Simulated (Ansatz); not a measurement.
Fluorite SrCl2: LDA at its full settings (plane-wave cutoff 520 eV, 8×8×8 k mesh, Fermi–Dirac smearing 0.01 eV, scalar-relativistic PAW data made under PBE) and at cheaper ones, in a cell of 3 atoms with Γ-centred meshes.

| level and setting | lattice parameter a (Å) | bulk modulus (GPa) |
|---|---|---|
| LDA (Ansatz) | 6.800 | 44.1 |
| LDA (250 eV cutoff) (Ansatz) | 6.791 | 43.2 |
| LDA (Γ point alone) (Ansatz) | 6.650 | 38.7 |
| LDA (2×2×2 k mesh) (Ansatz) | 6.819 | 44.2 |
| LDA (4×4×4 k mesh) (Ansatz) | 6.800 | 44.1 |

Largest shifts from the full settings: lattice constant a -2.21 % (LDA (Γ point alone)), against a difference of -2.49 % of the full result from the reference 6.974 Å (measured, room temperature, not corrected to a static lattice; as tabulated in Kanchana et al., Calculated structural, elastic and electronic properties of …); bulk modulus -12.2 % (LDA (Γ point alone)), against a difference of +29 % of the full result from the reference 34.3 GPa (measured, temperature not stated, no zero-point or thermal correction, from elastic constants; as tabulated in Kanchana et al., Calculated structural, elastic and electronic properties of …).

Ansatz's density-functional and Hartree–Fock values are scalar-relativistic unless marked +SOC, with PAW data made under PBE.

Run with cheap settings on purpose, which may leave them unconverged: LDA (250 eV cutoff), LDA (2×2×2 k mesh), LDA (4×4×4 k mesh), LDA (Γ point alone).

Ansatz is an electronic-structure program.
